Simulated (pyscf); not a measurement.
Thermochemistry of product channels of `[O]=[Sn]` [singlet] + `[H][H]` on the singlet surface, in eV, from ωB97M-D3(BJ)/def2-TZVP energies (ideal gas, 1 atm, RRHO with modes under 100 cm⁻¹ raised to 100, one conformer, R ln 2 for chiral ones without a mode under 150 cm⁻¹). Single points on ωB97X-D3(BJ)/def2-SVP structures (PySCF, gas phase).

| products | ΔE | ΔH(298 K) | ΔG(600 K) | ΔG(900 K) |
|---|---|---|---|---|
| `[OH][SnH]` [singlet] | -1.25 | -1.14 | -0.53 | ___ |
| `[O]=[SnH2]` | +1.09 | +1.10 | +1.75 | ___ |

Problem. Complete the blanks.

Solution. 
- `[OH][SnH]` [singlet], ΔG(900 K): -0.21
- `[O]=[SnH2]`, ΔG(900 K): +2.08

The channel to HO–SnH: [singlet] turns unfavourable between 298 and 1200 K (ΔG from -0.84 eV to +0.10 eV).

These are energies of the channels, which say nothing of barriers. Elements past Kr carry the def2 core potentials, without spin-orbit coupling.
